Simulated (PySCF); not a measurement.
# Sulfur: a sound run and one with changed settings

Sound run: S [Ne] 3s2 3p4, S⁺ [Ne] 3s2 3p3. All numbers are calculated (PySCF 2.14, the spin-free X2C one-electron Hamiltonian (Gaussian nucleus), in x2c-SVPall). In the sound run the correlated levels freeze [Ne]. The sound run starts from symmetry-adapted Hartree-Fock orbitals and uses a fine grid where one is needed.

A second run was set up differently.

| species | method | sound run (hartree) | changed run (hartree) | converged |
| --- | --- | --- | --- | --- |
| S | MP2 | -398.51699 | -398.52536 | yes |
| S | CCSD(T) | -398.53640 | -398.54421 | yes |
| S⁺ | MP2 | -398.16608 | -398.17427 | yes |
| S⁺ | CCSD(T) | -398.18532 | -398.19304 | yes |

Ionisation energy of S:

```
 method  sound run (eV)  changed run (eV)
    UHF           9.173             9.173
    MP2           9.549             9.554
SCS-MP2           9.589             9.593
   CCSD           9.549             9.551
CCSD(T)           9.553             9.556
```

(1) What was changed?
A. basis contracted for another Hamiltonian
B. all electrons correlated in a valence basis
C. level shift left on
D. too few SCF iterations

## Answers

(1) B. A valence basis has no tight correlating functions, so it recovers only part of the core correlation, and not evenly between atom and ion.
